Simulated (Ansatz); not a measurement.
```yaml
crystal:
  periodic: [false, false, false]
  atoms:
    - {symbol: C, position_ang: [-0.763890, 0.634950, -0.547529]}
    - {symbol: Si, position_ang: [0.479136, 0.028130, 0.213306]}
    - {symbol: N, position_ang: [0.363137, -1.016459, 1.196727]}
    - {symbol: H, position_ang: [-1.177003, 0.040041, -1.251428]}
    - {symbol: H, position_ang: [-0.509296, 1.441582, -1.749973]}
    - {symbol: H, position_ang: [-1.211857, 1.255839, 0.118805]}
    - {symbol: H, position_ang: [1.703904, -0.161772, -0.951631]}
    - {symbol: H, position_ang: [1.292844, -1.671916, 1.406968]}
    - {symbol: H, position_ang: [-0.247619, -1.067770, 2.100746]}
basis:
  gaussian: {orbitals: pcseg-2}
total_charge: -1
magnetization: {spin_polarized: true, initial_magnetization: 1}
hamiltonian: {xc: {name: HF}}
```

```sh
$ ansatz run in.yaml --threads 2 --pin off --events-out ev --progress --plain --max-ram 32768MiB --backend cpu
```

Shortened log:

```
Error: a molecule whose nuclei and cores have a total charge of 33 cannot have a net charge of -1 together with 1 unpaired electrons
```

Q: Something in this input is off. What?

A: The number of unpaired electrons doesn't fit the electron count. The input was rejected before any iteration.
